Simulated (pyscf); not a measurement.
Optimised with ωB97X-D3(BJ)/def2-SVP in PySCF.

Task: Estimate the classical barrier height and the reaction energy of O=Sn=S + H₂ → O=Sn: [singlet] + H₂S at ωB97M-D3(BJ)/def2-TZVP. The step runs on the singlet surface, breaks S–Sn, H–H and forms H–S, H–S; take the separated reactants as zero.

Result: ΔE‡ = 33.5 kcal/mol, ΔE = -26.9 kcal/mol. Zero-point energy shifts the barrier by +0.6 kcal/mol. It is a concerted two-bond exchange, with an imaginary mode of 881i cm⁻¹. On the product side the descent ends in a complex (not fully relaxed), 6.1 kcal/mol under the separated species and 63.2 kcal/mol under the saddle at ωB97X-D3(BJ)/def2-TZVP. At ωB97X-D3(BJ)/def2-TZVP the barrier from the zero used here is 38.0 kcal/mol. One saddle was located; it need not be the lowest between these sides. Elements past Kr carry the def2 core potentials, without spin-orbit coupling.
